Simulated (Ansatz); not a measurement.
# Worked example: the enthalpy of formation of HBS (hydrogen boron sulfide)

HBS: 3 atoms, total charge 0, spin state singlet. As SMILES, `B=S`. The coordinates come from a PBE0-D4/def2-TZVP relaxation.

```xyz
3

B    -0.0387   -0.0146    0.1348
S     0.3992    0.1476   -1.3933
H    -0.3605   -0.1331    1.2585
```

Total energies at BHLYP/def2-TZVPPD (Ansatz 0.2.0); the atoms run unrestricted:

```
species    state  energy (Eh)
    HBS  singlet  -423.656352
      B  doublet   -24.653826
      S  triplet  -398.121465
      H  doublet    -0.498545
```

Harmonic wavenumbers at PBE0-D4/def2-TZVP, in cm⁻¹: 731, 731, 1212, 2836.

Measured heats of formation of the gaseous atoms at 298.15 K, in kJ/mol: B 570.3, S 277.0, H 218.0. Spin-orbit lowering of the atoms at 298 K (mean of the ground term's levels less their thermal mean, from spectra), in kJ/mol: B 0.00, S 1.88. Take 1 Eh = 2625.50 kJ/mol, 1 cm⁻¹ = 0.0119627 kJ/mol, RT = 2.479 kJ/mol.

Question: What heat of formation follows?

Answer: 
1. Electronic atomisation energy: (-24.653826) + (-398.121465) + (-0.498545) − (-423.656352) = 0.382516 Eh = 1004.3 kJ/mol.
2. Zero-point energy: half the sum of the wavenumbers, 2755 cm⁻¹ = 33.0 kJ/mol.
3. Thermal vibrational enthalpy, Σ hcν̃/(exp(hcν̃/kT) − 1): 0.6 kJ/mol. Translation, rotation and pV of a linear molecule: 3.5 RT = 8.7 kJ/mol.
4. The 3 free atoms carry 5/2 RT each: 18.6 kJ/mol.
5. Spin-orbit coupling lowers the free atoms by 0.00 + 1.88 = 1.9 kJ/mol.
6. Atomisation enthalpy at 298 K: 1004.3 − 1.9 − 33.0 − 0.6 − 8.7 + 18.6 = 978.7 kJ/mol.
7. Sum of the atoms' heats of formation: 1065.3 kJ/mol. Heat of formation: 1065.3 − 978.7 = +86.6 kJ/mol.

The tabulated value is +50.2 kJ/mol (NIST-JANAF tables; in doubt: it rests on an older heat of the boron atom), so this level is off by +36.4 kJ/mol, or 3.6 % of the atomisation enthalpy that the table implies (1015.1 kJ/mol). Hybrids with much exact exchange underbind. Anharmonicity and any spin-orbit splitting of the molecule are left out.
